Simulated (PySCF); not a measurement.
Species: C5H6S.
SMILES: `CC#C[C@H]1CS1`

Level of theory: PySCF 2.14.0, PBE0-D3(BJ)/def2-SVP geometry optimisation, gas phase.

Masses are those of the commonest isotopes; rigid-rotor values at the optimised geometry. 

(1) Give the principal moments of inertia and the rotational constants in cm⁻¹.

(2) What kind of rotor is it?

(3) What does the inertial defect say?

(4) Give the other two planar moments, Paa and Pbb, and the rms extents of the mass along the axes.

(5) Give the coordinates in the principal-axis frame, origin at the centre of mass.

(6) Where do the levels up to J = 5 lie, in MHz?

(7) Predict some low-J microwave lines.

(8) Estimate the classical rotational partition function at 25 K, 50 K and 500 K.

Answers

(1) Ia = 53.84, Ib = 395.87, Ic = 419.96 u·Å²; 505379 MHz·u·Å²/I gives 9388, 1277 and 1203 MHz, that is A = 0.31313, B = 0.04258, C = 0.04014 cm⁻¹.

(2) A near-prolate asymmetric top. Ray's parameter κ = (2B − A − C)/(A − C) = -0.982; −1 is the prolate and +1 the oblate limit.

(3) Not planar: Δ = Ic − Ia − Ib = -29.74 u·Å². For a rigid frame Δ = −2 Σ m c², so Σ m c² = 14.87 u·Å² lies off the ab plane: 6.56 from hydrogen and 8.31 from heavier atoms. The atom farthest from that plane is 1.62 Å away.

(4) Paa = Σ m a² = (Ib + Ic − Ia)/2 = 381.00 and Pbb = Σ m b² = (Ia + Ic − Ib)/2 = 38.96 u·Å². With the mass M = 98.02 u, the rms extents √(P/M) along a, b and c are 1.97, 0.63, 0.39 Å.

(5) The sense of each axis is arbitrary; atoms in the order of the calculation.
```
atom  mass (u)   a (Å)   b (Å)   c (Å)
  C1    12.000   3.404  -0.251  -0.230
  C2    12.000   2.005   0.013   0.058
  C3    12.000   0.833   0.222   0.287
  C4    12.000  -0.549   0.485   0.582
  C5    12.000  -1.454   1.058  -0.451
  S6    31.972  -1.825  -0.663  -0.065
  H7     1.008   3.988  -0.361   0.697
  H8     1.008   3.517  -1.181  -0.809
  H9     1.008   3.854   0.566  -0.816
 H10     1.008  -0.744   0.790   1.617
 H11     1.008  -1.026   1.245  -1.441
 H12     1.008  -2.193   1.796  -0.123
```

(6) Above 0(0,0):
J = 1: 1(0,1) 2480, 1(1,1) 10591, 1(1,0) 10664
J = 2: 2(0,2) 7440, 2(1,2) 15478, 2(1,1) 15697, 2(2,1) 40030, 2(2,0) 40031
J = 3: 3(0,3) 14878, 3(1,3) 22808, 3(1,2) 23247, 3(2,2) 47470, 3(2,1) 47473, 3(3,1) 88208, 3(3,0) 88208
J = 4: 4(0,4) 24793, 4(1,4) 32580, 4(1,3) 33313, 4(2,3) 57390, 4(2,2) 57397, 4(3,2) 98129, 4(3,1) 98129, 4(4,1) 155161, 4(4,0) 155161
J = 5: 5(0,5) 37183, 5(1,5) 44795, 5(1,4) 45894, 5(2,4) 69789, 5(2,3) 69806, 5(3,3) 110531, 5(3,2) 110531, 5(4,2) 167562, 5(4,1) 167562, 5(5,1) 240888, 5(5,0) 240888
Those of J = 1 are B + C, A + C and A + B.

(7) The dipole components are |μa| = 1.45 D, |μb| = 1.40 D, |μc| = 0.09 D. The squared components, which scale the intensities, stand as 1.00 : 0.93 : 0.00 (a : b : c). Some lines, for components of 0.1 D or more:

```json
{"type": "a", "branch": "R", "J(Ka,Kc)": "1(0,1) ← 0(0,0)", "MHz": "2480", "lower level (cm⁻¹)": "0.000"}
{"type": "a", "branch": "R", "J(Ka,Kc)": "2(1,2) ← 1(1,1)", "MHz": "4887", "lower level (cm⁻¹)": "0.353"}
{"type": "a", "branch": "R", "J(Ka,Kc)": "2(0,2) ← 1(0,1)", "MHz": "4960", "lower level (cm⁻¹)": "0.083"}
{"type": "a", "branch": "R", "J(Ka,Kc)": "2(1,1) ← 1(1,0)", "MHz": "5033", "lower level (cm⁻¹)": "0.356"}
{"type": "b", "branch": "Q", "J(Ka,Kc)": "1(1,0) ← 1(0,1)", "MHz": "8184", "lower level (cm⁻¹)": "0.083"}
{"type": "b", "branch": "Q", "J(Ka,Kc)": "2(1,1) ← 2(0,2)", "MHz": "8258", "lower level (cm⁻¹)": "0.248"}
{"type": "b", "branch": "R", "J(Ka,Kc)": "1(1,1) ← 0(0,0)", "MHz": "10591", "lower level (cm⁻¹)": "0.000"}
{"type": "b", "branch": "R", "J(Ka,Kc)": "2(1,2) ← 1(0,1)", "MHz": "12998", "lower level (cm⁻¹)": "0.083"}
{"type": "b", "branch": "Q", "J(Ka,Kc)": "2(2,0) ← 2(1,1)", "MHz": "24333", "lower level (cm⁻¹)": "0.524"}
{"type": "b", "branch": "Q", "J(Ka,Kc)": "2(2,1) ← 2(1,2)", "MHz": "24552", "lower level (cm⁻¹)": "0.516"}
{"type": "b", "branch": "R", "J(Ka,Kc)": "2(2,1) ← 1(1,0)", "MHz": "29366", "lower level (cm⁻¹)": "0.356"}
{"type": "b", "branch": "R", "J(Ka,Kc)": "2(2,0) ← 1(1,1)", "MHz": "29440", "lower level (cm⁻¹)": "0.353"}
```

(8) Point group C1, symmetry number σ = 1; q = (√π/σ)·√((kT/h)³/(ABC)), k/h = 20836.6 MHz/K: 5550 at 25 K, 15700 at 50 K, 496000 at 500 K.

Not checked by PBE0-D3(BJ)/def2-SVP frequencies. Zero-point vibration and centrifugal distortion are left out. A rigid rotor knows nothing of internal rotation, which can split or shift real lines.
